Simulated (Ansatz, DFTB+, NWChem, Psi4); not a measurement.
**How methods differ on C2H7P (SMILES CPC)**

The species is C2H7P (10 atoms), meant as a singlet with charge 0. SMILES: `CPC`. The shape is that of a PBE0-D4/def2-TZVP optimisation.

Each level gives the HOMO–LUMO gap (eV). The values are calculated.

| level | kind | program | value (eV) |
| --- | --- | --- | --- |
| DFTB2 | semi-empirical | DFTB+ | 5.08 |
| HF/6-311+G** | Hartree–Fock | Ansatz | 10.95 |
| SVWN5/6-311+G** | LDA | Ansatz | 4.98 |
| BLYP/6-311+G** | GGA | Ansatz | 4.89 |
| M06-L/6-311+G** | meta-GGA | Psi4 | 5.64 |
| B3LYP/6-311+G** | global hybrid | Ansatz | 6.31 |
| PBE0/6-311+G** | global hybrid | NWChem | 6.74 |
| wB97M-V/6-311+G** | range-separated hybrid | Ansatz | 9.70 |
| B2PLYP/6-311+G** | double hybrid | Ansatz | 8.31 |

The values span 4.89 to 10.95 eV. Orbital gaps aren't excitation energies, and those of double hybrids come from the SCF part alone; they tend to grow with the share of exact exchange.
